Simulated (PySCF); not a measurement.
## Field gradients at the hydrogen positions

Compound: C3H6N2.
Z-matrix (Å and degrees, GFN2-xTB geometry), rows numbered from 1:
```
C 
N   1  1.2618
N   2  1.2801  1  129.82
C   3  1.2617  2  131.49  1  -101.12
C   4  1.4967  3  126.54  2     9.82
H   1  1.0882  2  124.27  3     9.74
H   1  1.0769  2  117.48  3  -169.78
H   4  1.0819  3  115.81  2  -169.91
H   5  1.0881  4  110.62  3    -0.74
H   5  1.0898  4  110.06  3   120.06
H   5  1.0895  4  109.96  3  -121.26
```

Level: PBE0/pcSseg-1 (PySCF, non-relativistic); Q(2H) = 0.00286 b; rigid geometry, the same for H and D, with no vibrational averaging.

Problem. Rank these positions by the coupling χzz of a deuteron there, largest first.
A. H7 (hydrogen on a C=N carbon)
B. H8 (hydrogen on a C=N carbon)
C. H10 (methyl hydrogen)

Solution. A (223 kHz), B (215 kHz), C (209 kHz).

Problem. What are Vzz, η and χzz (234.96 MHz × Q × Vzz) at all hydrogens?

Solution. 
```tsv
atom	bonded to	bond length (Å)	Vzz (au)	η	χzz (kHz)
H6	C1	1.088	0.3112	0.08	209
H7	C1	1.077	0.3320	0.07	223
H8	C4	1.082	0.3203	0.07	215
H9	C5	1.088	0.3098	0.03	208
H10	C5	1.090	0.3109	0.02	209
H11	C5	1.090	0.3111	0.02	209
```

The structure is a single GFN2-xTB conformer in the gas phase; no vibrational or solvent corrections. GFN2-xTB bond lengths can be off by several hundredths of an ångström, more for odd bonds, and the gradients follow them. The small basis limits the accuracy of the gradients.
